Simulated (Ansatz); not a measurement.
Reaction (atomization): `CCC(CC)CC` → 7 C• + 16 H•

Calculated with Ansatz (gas phase, PBE0-D4/def2-TZVP geometries, no zero-point term in ΔE). CCSD(T)/CBS is the MP2 limit (def2-TZVPP, def2-QZVPP) plus CCSD(T) − MP2 in def2-TZVPP, frozen cores. This one scheme is used for every species, atoms too. DFT in def2-TZVPP. B3LYP here is the variant with VWN-RPA as its local correlation; programs differ in this. HSE06 is defined as in plane-wave codes. No spin–orbit coupling; open shells (•) take unrestricted orbitals. Spin–orbit coupling would lower the free atoms: a little for C. One conformer a species, not always the lowest.

```csv
level,ΔE (eV),difference from CCSD(T)/CBS
B97M-V,94.85,0.15
B3LYP-D4,94.77,0.07
r2SCAN0-D4,94.22,-0.48
HSE06-D4,95.39,0.69
CAM-B3LYP-D4,95.17,0.47
ωB97X-V,94.80,0.10
B2PLYP,93.80,-0.90
PBE,95.69,0.99
BLYP,93.01,-1.69
PBE0,94.92,0.22
HSE06,95.00,0.30
LC-ωPBE,94.59,-0.11
CCSD(T)/def2-SVP,91.47,-3.23
HF/def2-TZVPP,72.21,-22.49
SCS-MP2/def2-TZVPP,93.36,-1.34
CCSD(T)/def2-TZVPP,92.84,-1.86
CCSD(T)/CBS,94.70,0
```

Largest T1 diagnostic among the species: 0.009.

The D4 term adds +0.77 eV with B3LYP and +0.42 eV with PBE0; it sums over pairs of atoms, weighted by their polarisabilities, and B3LYP, whose exchange is more repulsive, gets the larger term. From BLYP to BHLYP (50 % exact exchange), in def2-TZVPP and without D4, ΔE moves by −0.59 eV: exact exchange takes away binding that semilocal exchange gives to molecules.

For atomizations the MP2-based limit and the directly extrapolated one differ by several kJ/mol either way, and by 10 to 25 for some Ge, Se and Sn compounds, so smaller differences from it don't rank the levels.
